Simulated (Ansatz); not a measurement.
# HN–CH, quartet: reading a ladder of total energies

Geometry: displaced at random from a stationary point.

| atom | x (Å) | y (Å) | z (Å) |
| --- | --- | --- | --- |
| N | -0.0294 | -0.1247 | 0.6688 |
| C | 0.1160 | 0.0925 | -0.7494 |
| H | -0.2349 | 0.7920 | 1.0948 |
| H | -0.7388 | -0.1620 | -1.4587 |

Basis cc-pVDZ; Ansatz 0.2.0. Only valence electrons are correlated (noble-gas cores frozen), which leaves 11 electrons in 36 orbitals. Prefix R: restricted or restricted open-shell reference; prefix U: unrestricted.

Full CI isn't at hand for all of this; UCCSDT(Q) serves as the reference, and is uncertain by about the last step of the cluster series.

Runs differ by some tens of microhartree through their thresholds and, for an open shell, their frozen cores, so steps under 0.03 kcal/mol mean nothing.

| level | total energy (hartree) |
| --- | --- |
| UHF | -93.316619 |
| UMP2 | -93.533630 |
| UCCSD | -93.565320 |
| UCCSD(T) | -93.571127 |
| UCCSDT | -93.571966 |
| UCCSDT(Q) | -93.572371 |

Problem. What is the correlation energy at UCCSDT(Q), and what share of it do UMP2 and UCCSD recover?

Solution. E(corr) = -93.572371 − (-93.316619) = -0.255752 hartree = -6.959 eV. UMP2: -0.217011 / -0.255752 = 84.85 %. UCCSD: -0.248701 / -0.255752 = 97.24 %.

Problem. By how many kcal/mol does UCCSD(T) miss UCCSDT(Q) (1 hartree = 627.509 kcal/mol), and which steps make up the rest?

Solution. -93.571127 − (-93.572371) = 0.001244 hartree = 0.78 kcal/mol. Steps: UCCSDT − UCCSD(T) = -0.53, UCCSDT(Q) − UCCSDT = -0.25 kcal/mol. That is within 1 kcal/mol of the reference in this basis, which itself misses far more of the correlation at the basis-set limit.
